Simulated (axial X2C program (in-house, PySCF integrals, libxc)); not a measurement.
**Outer orbitals of F₂⁺ at 1.277 Å, PBE0**

Calculated with an in-house relativistic program for diatomic molecules. Spin-free means the one-electron spin-free X2C Hamiltonian; two-component (2c) means X2C with spin–orbit coupling and atomic mean-field two-electron Coulomb and Gaunt terms, so the difference of the two also holds small scalar two-electron terms. Basis: F dyall-av3z [7s6p3d2f] (cores contracted in-house); Gaussian nuclei, density fitting, unrestricted open shells. Masses: F 18.998 u.

The distance is close to the 2c PBE0 minimum; the highest filled and lowest empty levels are listed.

Spin-free orbitals, state M_S = 1/2, Λ = 1 (beyond evenly filled blocks: π+α, π+β, π-α) (Löwdin shares):

```
symmetry  occupied  ε (eV)          atomic character
      σα       yes  -31.02          87% F p, 12% F s
      σβ       yes  -30.48          86% F p, 13% F s
     π-α       yes  -30.02                   96% F p
     π+α       yes  -30.02                   96% F p
     π+β       yes  -28.85                   96% F p
     π-β       yes  -27.32                   96% F p
     π+α       yes  -25.19           93% F p, 5% F d
     π-α       yes  -25.19           93% F p, 5% F d
     π+β       yes  -23.79           92% F p, 5% F d
     π-β        no  -19.58           91% F p, 6% F d
      σα        no  -14.39  81% F p, 11% F d, 6% F s
      σβ        no  -13.74  80% F p, 11% F d, 6% F s
      σα        no   -4.90           92% F s, 5% F d
```

Spinors with spin–orbit coupling (state Ω = 3/2):

```tsv
ω	occupied	ε (eV)	atomic character	λ mixture
1/2	yes	-31.02	87% F p, 12% F s	100% σ
-1/2	yes	-30.47	86% F p, 13% F s	100% σ
-1/2	yes	-30.03	96% F p	100% π
3/2	yes	-29.99	96% F p	100% π
1/2	yes	-28.86	96% F p	100% π
-3/2	yes	-27.30	96% F p	100% π
-1/2	yes	-25.20	92% F p, 5% F d	100% π
3/2	yes	-25.15	92% F p, 5% F d	100% π
1/2	yes	-23.81	92% F p, 6% F d	100% π
-3/2	no	-19.55	91% F p, 6% F d	100% π
1/2	no	-14.38	80% F p, 11% F d, 6% F s	100% σ
-1/2	no	-13.73	80% F p, 11% F d, 6% F s	100% σ
1/2	no	-4.90	92% F s, 5% F d	100% σ
```

Problem. How does the gap between the highest filled and lowest empty level change from the spin-free to the 2c table?

Solution. From 4.21 to 4.26 eV at PBE0, a change of 0.05 eV.

Mulliken charges and populations of the two-component result (they depend on the basis, above all on diffuse functions):

F1 0.50 e (s 3.95 p 4.49 d 0.04 f 0.01), F2 0.50 e (s 3.95 p 4.49 d 0.04 f 0.01). ⟨Lz⟩ = 1.00 ħ and ⟨Sz⟩ = 0.50 ħ (0.25 and 0.25 on the two atoms), which add up to Ω.

The state is one determinant whose occupation by symmetry is held fixed; it was picked as the lowest of a PBE0 search that is not exhaustive. Density functionals use the spin component along the axis (collinear). Without a current term, density functionals place determinants with orbital angular momentum somewhat too high. Under one Hamiltonian the search converged a single determinant, so lower ones may well exist.
